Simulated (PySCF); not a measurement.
**Basis-set dependence of excited states**

Fulvene, C₆H₆.
Atom-mapped SMILES: `[CH2:1]=[C:2]1[CH:3]=[CH:4][CH:5]=[CH:6]1` (hydrogens: H7, H8 on C1; H9 on C3; H10 on C4; H11 on C5; H12 on C6)

Geometry (PBE0-D3(BJ)/def2-SVP, Å), atoms numbered from 1 in this order:
```xyz
12
C6H6 angstrom
C      1.9569   -0.0334    0.4957
C      0.6537   -0.0108    0.1658
C     -0.2380   -1.1709    0.0228
C     -1.4641   -0.7088   -0.3194
C     -1.4156    0.7576   -0.4105
C     -0.1608    1.1785   -0.1232
H      2.5388    0.8888    0.5769
H      2.4757   -0.9756    0.6927
H      0.0650   -2.2069    0.1725
H     -2.3551   -1.3114   -0.5014
H     -2.2660    1.3899   -0.6697
H      0.2095    2.2031   -0.1020
```

TDDFT with PBE0 (PySCF), vertical singlets, core orbitals frozen in the response, spherical d and f functions. Isolated species at its PBE0-D3(BJ)/def2-SVP geometry, gas phase.

Question: Compare 6-31G*, def2-SVP, 6-31+G*, def2-SVPD, aug-cc-pVDZ, def2-TZVP and def2-TZVPD for this molecule.

Answer: 

```csv
basis,functions,diffuse,S1 (eV),S2 (eV),S3 (eV),S4 (eV),S5 (eV),LUMO (eV),α (au)
6-31G*,96,no,3.37,5.51,6.25,7.03,7.40,-1.59,58.6
def2-SVP,114,no,3.35,5.46,6.16,6.92,7.34,-1.87,62.4
6-31+G*,120,yes,3.31,5.33,5.81,6.17,6.23,-1.93,70.5
def2-SVPD,168,yes,3.31,5.34,6.12,6.36,6.84,-1.99,71.7
aug-cc-pVDZ,192,yes,3.28,5.27,5.51,5.89,5.97,-1.98,74.3
def2-TZVP,222,no,3.29,5.32,6.09,6.85,7.04,-1.95,70.0
def2-TZVPD,276,yes,3.28,5.29,5.84,6.07,6.30,-1.98,73.7
```

States are compared by their number. Against the largest diffuse basis here (def2-TZVPD, itself not a converged limit), sets without diffuse functions differ by up to 0.09 eV in S1 and 1.10 eV in S5; the smaller diffuse sets differ by up to 0.03 and 0.53 eV. State by state, the largest deviation of a set without diffuse functions is S1 0.09, S2 0.23, S3 0.41, S4 0.95, S5 1.10 eV. The same number needn't mean the same state in each row. Against def2-TZVPD the polarisability deviates by -21% in 6-31G*, -15% in def2-SVP, -4% in 6-31+G*, -3% in def2-SVPD, +1% in aug-cc-pVDZ, -5% in def2-TZVP. A single + in a Pople set puts diffuse functions on heavy atoms only.
